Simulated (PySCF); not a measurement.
**Silicon: a sound run and one with changed settings**

Sound run: Si [Ne] 3s2 3p2, Si⁺ [Ne] 3s2 3p1. Computed with PySCF 2.14 in cc-pV(D+d)Z, with the non-relativistic Hamiltonian (point nucleus). In the sound run the correlated levels freeze [Ne]. The sound run starts from symmetry-adapted Hartree-Fock orbitals and uses a fine grid where one is needed.

Changed run: basis STO-3G. This setting is unsound on purpose.

```
species   method  sound run (hartree)  changed run (hartree)  converged
     Si      UHF           -288.85023             -285.46622        yes
     Si     TPSS           -289.38650             -285.94612        yes
     Si     MN15           -289.23493             -285.07516        yes
     Si      MP2           -288.89571             -285.47352        yes
     Si  CCSD(T)           -288.91643             -285.47963        yes
    Si⁺      UHF           -288.56942             -285.32969        yes
    Si⁺     TPSS           -289.08476             -285.77952        yes
    Si⁺     MN15           -288.93841             -284.91159        yes
    Si⁺      MP2           -288.60462             -285.34477        yes
    Si⁺  CCSD(T)           -288.62416             -285.35653        yes
```

Ionisation energy of Si:

```tsv
method	sound run (eV)	changed run (eV)
UHF	7.641	3.715
TPSS	8.211	4.533
MN15	8.069	4.451
MP2	7.921	3.503
SCS-MP2	7.848	3.461
CCSD	7.942	3.350
CCSD(T)	7.953	3.350
```

A minimal basis cannot let orbitals breathe on ionisation and holds almost no correlation.

For comparison, NIST gives 8.152 eV between the lowest levels.
